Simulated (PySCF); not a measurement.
## `FC(Cl)(Cl)Cl`: 4 charge schemes on one density

Species: CCl3F.
Geometry (PBE0-D3(BJ)/def2-SVP, Å), atoms numbered from 1 in this order:
```
atom  x, y, z in Å
F1    -0.9961    0.9751   -0.1244
C2    -0.0520    0.0510   -0.0065
Cl3    0.6091    0.1269    1.6296
Cl4   -0.7738   -1.5341   -0.3034
Cl5    1.2129    0.3811   -1.1954
```

Density: PBE0/pcSseg-1 (PySCF); schemes: Mulliken, IAO, Hirshfeld and ESP-fitted. Isolated species at its PBE0-D3(BJ)/def2-SVP geometry, gas phase.

Atoms with like bonding are taken together and averaged. At which atom do the 4 schemes differ most?

At C2: from -0.376 (ESP-fitted) to +0.262 e (IAO), 0.638 e apart.

For which atoms does the sign change between the 4 schemes (beyond +0.03 e in one, beyond −0.03 e in another)?

F1, C2 and Cl3/Cl4/Cl5.

Which atoms carry the highest charge in the Mulliken, IAO, Hirshfeld and ESP-fitted schemes?

The schemes don't all agree: Mulliken C2 (+0.116); IAO C2 (+0.262); Hirshfeld C2 (+0.167); ESP-fitted Cl3/Cl4/Cl5 (+0.100).

What partial charge does each atom carry?

In e; atoms taken as equivalent share a row and are averaged (×n: the atom named and its like, n in all):

```
       atom               environment  Mulliken     IAO  Hirshfeld  ESP-fitted
         F1            alkyl fluorine    -0.201  -0.233     -0.066      +0.076
         C2               CCl3 carbon    +0.116  +0.262     +0.167      -0.376
Cl3/Cl4/Cl5  chlorine of a CCl3 group    +0.029  -0.010     -0.034      +0.100
```

Mean size of the charges over all atoms: ESP-fitted 0.151 e, IAO 0.105 e, Mulliken 0.081 e, Hirshfeld 0.067 e. Each set sums to the total charge, 0, to within 0.001 e. The IAO scheme projects the occupied orbitals on a minimal set of polarised atomic orbitals and counts the electrons in each atom's part of it.

How many electrons does the ESP-fitted scheme count on F1?

Z − q = 9 − (+0.076) = 8.924.

Sum the charges by element, for elements with more than one atom.

| element | atoms | Mulliken | IAO | Hirshfeld | ESP-fitted |
| --- | --- | --- | --- | --- | --- |
| Cl | 3 | +0.086 | -0.029 | -0.101 | +0.300 |

These values come from a run that also computed NMR shieldings. Cost: about 7 s of CPU time on one thread (grids of density and orbitals included); the machine was shared, so the figure is rough.
